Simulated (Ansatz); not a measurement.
# NPSi: the cost of one run

Method: def2-TZVPP, core rule «outside noble gas», up to 11 orbitals frozen; program: Ansatz 0.2.0, Gaussian basis.

Plan: UHF; ROHF; CCSD(T) on UHF.

2 further runs of the same task are left out: 2 set aside as unsound or not needed.

### Step 1. What is computed

The geometry is a PBE0/def2-TZVP stationary point (not a proven minimum).

3 atoms, charge 0, spin multiplicity 3.

Atoms are counted from 1 here; the program's logs count them from 0.

Bond lengths: P1–N2 1.590 Å, N2–Si3 1.609 Å. Angles: P1–N2–Si3 180.0°.

### Step 2. UHF

Contents of in.yaml:

```yaml
crystal:
  periodic: [false, false, false]
  atoms:
    - {symbol: P, position_ang: [0.000000, 0.000000, -1.596600]}
    - {symbol: N, position_ang: [0.000000, 0.000000, -0.006400]}
    - {symbol: Si, position_ang: [0.000000, 0.000000, 1.603000]}
basis:
  gaussian: {orbitals: def2-TZVPP}
magnetization: {spin_polarized: true, initial_magnetization: 2}
hamiltonian: {xc: hf}
output: {orbitals: {seedname: orbitals}}
```

On the command line:

```console
> ansatz run in.yaml --threads 1 --pin off --events-out ev --progress --plain --max-ram 2560MiB --backend cpu
```

What time and memory should one allow on 1 thread of AMD EPYC 7R13, shared host?

About 6 s, with a peak of 0.31 GiB.
